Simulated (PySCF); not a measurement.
Cartesian coordinates (Å):
SMILES: [NH2]
```xyz
3

N     -0.0004     0.4395     0.0000
H     -0.7986    -0.2205     0.0000
H      0.7990    -0.2190     0.0000
```
Charge 0, spin multiplicity 2.

**Question.** Predict the total energy, dipole moment and highest occupied spin orbital from PBE-D3(BJ)/def2-TZVP // r2SCAN-D4/def2-SVP run with PySCF.

**Answer.** 
- total energy = -55.8293 Ha
- dipole moment = 1.92 D
- highest occupied spin orbital = -7.16 eV
